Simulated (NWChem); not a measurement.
The numbers come from NWChem runs, not from measurements. System: ozone (O3), charge 0, spin multiplicity 1, at a geometry optimised with PBE0/def2-SVP. Level: CCSD(T)/def2-TZVP, 3 core orbitals frozen.

Job file:

```
start mol
memory heap 100 mb stack 700 mb global 1900 mb
geometry units angstroms nocenter noautoz
  O     -1.060667     0.000000    -0.210198
  O      0.000000     0.000000     0.420396
  O      1.060667     0.000000    -0.210198
  symmetry group C2v
end
basis spherical
  * library def2-tzvp
end
scf
  rhf
  nopen 0
  maxiter 100
  thresh 1e-7
  semidirect memsize 60000000 filesize 0
end
tce
  freeze core 3
  ccsd(t)
  2eorb
  2emet 13
  thresh 1e-6
  maxiter 100
  tilesize 24
end
task tce energy
```

Output (cleaned and shortened):

```
             Northwest Computational Chemistry Package (NWChem) 7.3.0
             --------------------------------------------------------

                                NWChem Input Module
                                -------------------

 Scaling coordinates for geometry "geometry" by  1.889725989
 (inverse scale =  0.529177249)

 Turning off AUTOSYM since
 SYMMETRY directive was detected!

                             Geometry "geometry" -> ""
                             -------------------------

 Output coordinates in angstroms (scale by  1.889725989 to convert to a.u.)

  No.       Tag          Charge          X              Y              Z
 ---- ---------------- ---------- -------------- -------------- --------------
    1 O                    8.0000    -1.06066700     0.00000000    -0.21019800
    2 O                    8.0000     0.00000000     0.00000000     0.42039600
    3 O                    8.0000     1.06066700     0.00000000    -0.21019800

 Effective nuclear repulsion energy (a.u.)      70.8571342385

            Nuclear Dipole moment (a.u.)
            ----------------------------
        X                 Y               Z
 ---------------- ---------------- ----------------
     0.0000000000     0.0000000000     0.0000000000

      Symmetry information
      --------------------

 Group name             C2v
 Group number             16
 Group order               4
 No. of unique centers     2

      Symmetry unique atoms

     1    2


 Summary of "ao basis" -> "" (spherical)
 ------------------------------------------------------------------------------
       Tag                 Description            Shells   Functions and Types
 ---------------- ------------------------------  ------  ---------------------
 *                         def2-tzvp                  on all atoms

 Summary of "ao basis" -> "ao basis" (spherical)
 ------------------------------------------------------------------------------
       Tag                 Description            Shells   Functions and Types
 ---------------- ------------------------------  ------  ---------------------
 O                         def2-tzvp                11       31   5s3p2d1f

                                 NWChem SCF Module
                                 -----------------

  ao basis        = "ao basis"
  functions       =    93
  atoms           =     3
  closed shells   =    12
  open shells     =     0
  charge          =   0.00
  wavefunction    = RHF
  use symmetry    = T
  symmetry adapt  = T

 Summary of "ao basis" -> "ao basis" (spherical)
 ------------------------------------------------------------------------------
       Tag                 Description            Shells   Functions and Types
 ---------------- ------------------------------  ------  ---------------------
 O                         def2-tzvp                11       31   5s3p2d1f

      Symmetry analysis of basis
      --------------------------

        a1         35
        a2         13
        b1         28
        b2         17

 Forming initial guess at       0.1s

      Superposition of Atomic Density Guess
      -------------------------------------

 Sum of atomic energies:        -224.35292174

      Non-variational initial energy
      ------------------------------

 Total energy =    -224.880651
 1-e energy   =    -450.652769
 2-e energy   =     154.914984
 HOMO         =      -0.309821
 LUMO         =      -0.145635

      Symmetry analysis of molecular orbitals - initial
      -------------------------------------------------

  Numbering of irreducible representations:

     1 a1          2 a2          3 b1          4 b2

  Orbital symmetries:

     1 a1          2 b1          3 a1          4 a1          5 b1
     6 a1          7 b1          8 b2          9 a1         10 a2
    11 b1         12 a1         13 b2         14 a1         15 b1
    16 a1         17 a1         18 b2         19 b1         20 b1
    21 a1         22 a2

 Starting SCF solution at       0.7s

 ----------------------------------------------
         Quadratically convergent ROHF

 Convergence threshold     :          1.000E-07
 Maximum no. of iterations :          100
 Final Fock-matrix accuracy:          1.000E-09
 ----------------------------------------------

              iter       energy          gnorm     gmax       time
             ----- ------------------- --------- --------- --------
                 1     -224.1982580440  1.93D+00  6.16D-01      0.7
                 2     -224.3497132626  4.49D-01  9.52D-02      0.8
                 3     -224.3637117408  2.04D-02  5.76D-03      0.9
                 4     -224.3637541235  1.16D-04  3.68D-05      1.2
                 5     -224.3637541248  2.65D-09  6.78D-10      1.5

       Final RHF  results
       ------------------

         Total SCF energy =   -224.363754124850
      One-electron energy =   -448.997149827944
      Two-electron energy =    153.776261464566
 Nuclear repulsion energy =     70.857134238528

        Time for solution =      0.8s

       Symmetry analysis of molecular orbitals - final
       -----------------------------------------------

  Numbering of irreducible representations:

     1 a1          2 a2          3 b1          4 b2

  Orbital symmetries:

     1 a1          2 b1          3 a1          4 a1          5 b1
     6 a1          7 a1          8 b1          9 b2         10 b1
    11 a1         12 a2         13 b2         14 a1         15 b1
    16 a1         17 b2         18 a1         19 b1         20 a1
    21 b1         22 a2

             Final eigenvalues
[...]
             -----------------

              1
    1  -20.9219
    2  -20.6998
    3  -20.6997
    4   -1.7923
    5   -1.4591
    6   -1.0796
    7   -0.8509
    8   -0.8113
    9   -0.8078
   10   -0.5641
   11   -0.5446
   12   -0.4913
   13   -0.0256
   14    0.3082
   15    0.3727
   16    0.4397
   17    0.5094
   18    0.5291
   19    0.5603
   20    0.6140
   21    0.6140
   22    0.6232

                       ROHF Final Molecular Orbital Analysis
                       -------------------------------------

 Vector   10  Occ=2.000000D+00  E=-5.640631D-01  Symmetry=b1
              MO Center=  2.5D-15,  1.2D-15, -1.5D-01, r^2= 1.7D+00
   Bfn.  Coefficient  Atom+Function         Bfn.  Coefficient  Atom+Function
  ----- ------------  ---------------      ----- ------------  ---------------
     8     -0.259964  1 O  pz                70      0.259964  3 O  pz
     6      0.249909  1 O  px                68      0.249909  3 O  px
    11     -0.236301  1 O  pz                73      0.236301  3 O  pz
     9      0.222617  1 O  px                71      0.222617  3 O  px

 Vector   11  Occ=2.000000D+00  E=-5.445934D-01  Symmetry=a1
              MO Center= -4.2D-15, -5.4D-16, -9.6D-02, r^2= 1.6D+00
   Bfn.  Coefficient  Atom+Function         Bfn.  Coefficient  Atom+Function
  ----- ------------  ---------------      ----- ------------  ---------------
     8      0.317257  1 O  pz                70      0.317257  3 O  pz
    11      0.284016  1 O  pz                73      0.284016  3 O  pz
    39     -0.247546  2 O  pz                42     -0.213637  2 O  pz
    14      0.180676  1 O  pz                76      0.180676  3 O  pz
    36     -0.166229  2 O  s

 Vector   12  Occ=2.000000D+00  E=-4.913204D-01  Symmetry=a2
              MO Center=  2.7D-15, -5.6D-16, -1.8D-01, r^2= 1.7D+00
   Bfn.  Coefficient  Atom+Function         Bfn.  Coefficient  Atom+Function
  ----- ------------  ---------------      ----- ------------  ---------------
     7      0.332224  1 O  py                69     -0.332224  3 O  py
    10      0.310331  1 O  py                72     -0.310331  3 O  py
    13      0.217479  1 O  py                75     -0.217479  3 O  py

 Vector   13  Occ=0.000000D+00  E=-2.562889D-02  Symmetry=b2
              MO Center= -2.8D-15,  4.2D-15,  1.5D-02, r^2= 1.6D+00
   Bfn.  Coefficient  Atom+Function         Bfn.  Coefficient  Atom+Function
  ----- ------------  ---------------      ----- ------------  ---------------
    44      0.371731  2 O  py                38      0.352961  2 O  py
    41      0.333412  2 O  py                13     -0.321586  1 O  py
    75     -0.321586  3 O  py                 7     -0.271321  1 O  py
    69     -0.271321  3 O  py                10     -0.244021  1 O  py
    72     -0.244021  3 O  py

 Vector   14  Occ=0.000000D+00  E= 3.081801D-01  Symmetry=a1
              MO Center=  6.3D-15, -1.7D-15, -2.3D-02, r^2= 3.2D+00
   Bfn.  Coefficient  Atom+Function         Bfn.  Coefficient  Atom+Function
  ----- ------------  ---------------      ----- ------------  ---------------
    36      2.946951  2 O  s                  5     -1.402735  1 O  s
    67     -1.402735  3 O  s                 45     -1.281438  2 O  pz
    12     -1.112349  1 O  px                74      1.112349  3 O  px
    14     -0.406374  1 O  pz                76     -0.406374  3 O  pz
    35      0.306207  2 O  s                 34      0.218005  2 O  s

 Vector   15  Occ=0.000000D+00  E= 3.726522D-01  Symmetry=b1
              MO Center=  2.2D-15,  7.0D-17, -2.2D-01, r^2= 3.9D+00
   Bfn.  Coefficient  Atom+Function         Bfn.  Coefficient  Atom+Function
  ----- ------------  ---------------      ----- ------------  ---------------
    43      2.170209  2 O  px                 5      1.670960  1 O  s
    67     -1.670960  3 O  s                 12      1.147150  1 O  px
    74      1.147150  3 O  px                14      0.864662  1 O  pz
    76     -0.864662  3 O  pz                40      0.308095  2 O  px
     4      0.304211  1 O  s                 66     -0.304211  3 O  s

 center of mass
 --------------
 x =   0.00000000 y =   0.00000000 z =   0.00000000

 moments of inertia (a.u.)
 ------------------
          15.142161769767           0.000000000000           0.000000000000
           0.000000000000         143.661234105133           0.000000000000
           0.000000000000           0.000000000000         128.519072335366

  Mulliken analysis of the total density
  --------------------------------------

    Atom       Charge   Shell Charges
 -----------   ------   -------------------------------------------------------
    1 O    8     8.19   0.79  1.18  0.62  0.96  0.39  1.74  1.82  0.63  0.01  0.04  0.00
    2 O    8     7.63   0.79  1.18  0.63  0.94  0.19  1.71  1.76  0.29  0.01  0.13  0.01
    3 O    8     8.19   0.79  1.18  0.62  0.96  0.39  1.74  1.82  0.63  0.01  0.04  0.00

       Multipole analysis of the density wrt the origin
       ------------------------------------------------

     L   x y z        total         open         nuclear
     -   - - -        -----         ----         -------
     0   0 0 0     -0.000000      0.000000     24.000000

     1   1 0 0     -0.000000      0.000000      0.000000
     1   0 1 0      0.000000      0.000000      0.000000
     1   0 0 1      0.335540      0.000000      0.000000

     2   2 0 0    -12.984130      0.000000     64.279985
     2   1 1 0     -0.000000      0.000000      0.000000
     2   1 0 1      0.000000      0.000000      0.000000
     2   0 2 0    -10.856083      0.000000      0.000000
     2   0 1 1     -0.000000      0.000000      0.000000
     2   0 0 2    -11.661392      0.000000      7.573490

                   NWChem Extensible Many-Electron Theory Module
                   ---------------------------------------------


            General Information
            -------------------
      Number of processors :     1
         Wavefunction type : Restricted Hartree-Fock
          No. of electrons :    24
           Alpha electrons :    12
            Beta electrons :    12
           No. of orbitals :   186
            Alpha orbitals :    93
             Beta orbitals :    93
        Alpha frozen cores :     3
         Beta frozen cores :     3
     Alpha frozen virtuals :     0
      Beta frozen virtuals :     0
         Spin multiplicity : singlet
    Number of AO functions :    93
       Number of AO shells :    33
        Use of symmetry is : on
      Symmetry adaption is : on
         Schwarz screening : 0.10D-09

          Correlation Information
          -----------------------
          Calculation type : Coupled-cluster singles & doubles w/ perturbation
   Perturbative correction : (T)
            Max iterations :      100
        Residual threshold : 0.10D-05
     T(0) DIIS level shift : 0.00D+00
     L(0) DIIS level shift : 0.00D+00
     T(1) DIIS level shift : 0.00D+00
     L(1) DIIS level shift : 0.00D+00
     T(R) DIIS level shift : 0.00D+00
     T(I) DIIS level shift : 0.00D+00
   CC-T/L Amplitude update :  5-th order DIIS
                I/O scheme : Global Array Library
        L-threshold :  0.10D-05
        EOM-threshold :  0.10D-05
 no EOMCCSD initial starts read in
 TCE RESTART OPTIONS
 SLICE:      F
 D4D5:       F
 quantumc:   F
 qrotation:  F
 pwtce:      F
 qducc:      F
 nacto:                         0
 nrotv:                         0
 nrot:                          0

            Memory Information
            ------------------
          Available GA space size is     249028151 doubles
          Available MA space size is     104850420 doubles

 Maximum block size supplied by input
 Maximum block size        24 doubles

 tile_dim =     24

 -------------------------------------------------

 Global array virtual files algorithm will be used

 Parallel file system coherency ......... OK

 4-electron integrals stored in orbital form

 v2    file size   =          3773467
 4-index algorithm nr.  13 is used
 imaxsize =       30
 imaxsize ichop =        0


CCSD iterations
 ---------------------------------------------------------
 Iter          Residuum       Correlation     Cpu    Wall
 ---------------------------------------------------------
    1   0.2949375331144  -0.7587561405938     0.7     0.7
    2   0.0859111589986  -0.7021268309181     0.7     0.7
    3   0.0346877522423  -0.7356730374843     0.8     0.8
    4   0.0220321032663  -0.7267030485796     0.8     0.8
    5   0.0095596875818  -0.7324762989599     0.8     0.8
    6   0.0037384828696  -0.7316626535660     0.8     0.8
    7   0.0024460487661  -0.7316151466783     0.8     0.8
    8   0.0011549916184  -0.7317351895059     0.8     0.8
    9   0.0009536657204  -0.7317303133209     0.8     0.8
   10   0.0004769922477  -0.7318026287835     0.8     0.8
   11   0.0000701810665  -0.7318608771637     0.8     0.8
   12   0.0000304336124  -0.7318500332829     0.8     0.8
   13   0.0000167482810  -0.7318552833429     0.8     0.8
   14   0.0000107957927  -0.7318534368399     0.8     0.8
   15   0.0000064400347  -0.7318544896022     0.8     0.8
   16   0.0000021577904  -0.7318542511538     0.8     0.8
   17   0.0000010869602  -0.7318542564075     0.8     0.8
   18   0.0000004902062  -0.7318542655644     0.8     0.8
 -----------------------------------------------------------------
 Iterations converged
 CCSD correlation energy / hartree =        -0.731854265564356
 CCSD total energy / hartree       =      -225.095608390414156

 Singles contributions

 Doubles contributions
    13b2  (alpha)    13b2  (beta ) ---    12a2  (alpha)    12a2  (beta )       -0.1790044796
 CCSD(T)
 Using plain CCSD(T) code
             total no. of tasks          925
 total no. of tasks / no. procs          925
                         wl_min         1728           3.5
                         wl_max       663552           9.3
        thresh for no. of tasks          925

 CCSD[T]  correction energy / hartree =        -0.046217796915481
 CCSD[T] correlation energy / hartree =        -0.778072062479837
 CCSD[T] total energy / hartree       =      -225.141826187329627
 CCSD(T)  correction energy / hartree =        -0.043143641597187
 CCSD(T) correlation energy / hartree =        -0.774997907161542
 CCSD(T) total energy / hartree       =      -225.138752032011354

 Task  times  cpu:       41.8s     wall:       41.8s

 Total times  cpu:       41.9s     wall:       41.9s
```
